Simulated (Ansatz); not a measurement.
fcc Ca was calculated with r²SCAN (plane waves, PAW; Ansatz, a program for electronic structure).

Settings: plane-wave cutoff 600 eV, 12×12×12 k mesh, Fermi–Dirac smearing 0.1 eV, finite displacements, scalar-relativistic PAW data made under PBE.

The cell has the measured lattice parameters. Conventional cell: a = 5.5880 Å, b = 5.5880 Å, c = 5.5880 Å, α = 90.00°, β = 90.00°, γ = 90.00°.

```
CELL_PARAMETERS angstrom
      0.00000     2.79400     2.79400
      2.79400     0.00000     2.79400
      2.79400     2.79400     0.00000
ATOMIC_POSITIONS crystal
  Ca 0.00000 0.00000 0.00000
```

Harmonic phonon frequencies (cm⁻¹; i marks an imaginary mode):

| q point | frequencies |
|---|---|
| X | ___ |
| L | 76 76 157 |

Task: Complete the blanks.

Result: 
- X, frequencies: 130 130 166

No imaginary mode appears at these points.

Note: the cell isn't this level's own, so it is under some stress, which shifts stiffness and frequencies.
